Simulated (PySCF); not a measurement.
Bond length, frequency and bond energy of BO by level of theory

State: ²Σ⁺ (doublet), unpaired electrons σ ↑. Set-up: B 6-311G(d,p), O 6-311G(d,p); no relativity (PySCF 2.14). De refers to B + O in their high-spin ground configurations, without counterpoise correction. The functionals are run spin-unrestricted. A positive dipole means B(−)O(+).

| Level | Re (Å) | ωe (cm⁻¹) | De (eV) | μ (D) |
| --- | --- | --- | --- | --- |
| ROHF | 1.179 | 2108 | 5.87 | -2.77 |
| ROHF-MP2 | 1.213 | 1866 | 8.57 | n/a |
| ROHF-SCS-MP2 | 1.211 | 1883 | 8.21 | n/a |
| ROHF-CCSD | 1.205 | 1935 | 7.64 | n/a |
| ROHF-CCSD(T) | 1.212 | 1873 | 7.90 | n/a |
| PBE | 1.214 | 1853 | 8.98 | -2.01 |
| PBEsol | 1.212 | 1867 | 9.37 | -2.03 |
| r²SCAN | 1.206 | 1906 | 8.69 | -2.20 |
| r²SCANh | 1.202 | 1934 | 8.50 | -2.27 |
| PBE0 | 1.200 | 1945 | 8.42 | -2.24 |
| r²SCAN0 | 1.196 | 1972 | 8.22 | -2.35 |
| HSE06 | 1.200 | 1943 | 8.40 | -2.24 |

The bond length runs from 1.179 Å (ROHF) to 1.214 Å (PBE). De spans 5.87 eV (ROHF, mean field) to 9.37 eV (PBEsol, GGA). Correlation at CCSD(T) changes the Hartree–Fock bond energy by +2.03 eV; the triples alone change it by +0.26 eV.

Correlated steps freeze 2 core orbitals. The state was picked by a PBE0 search and need not be the measured ground state.
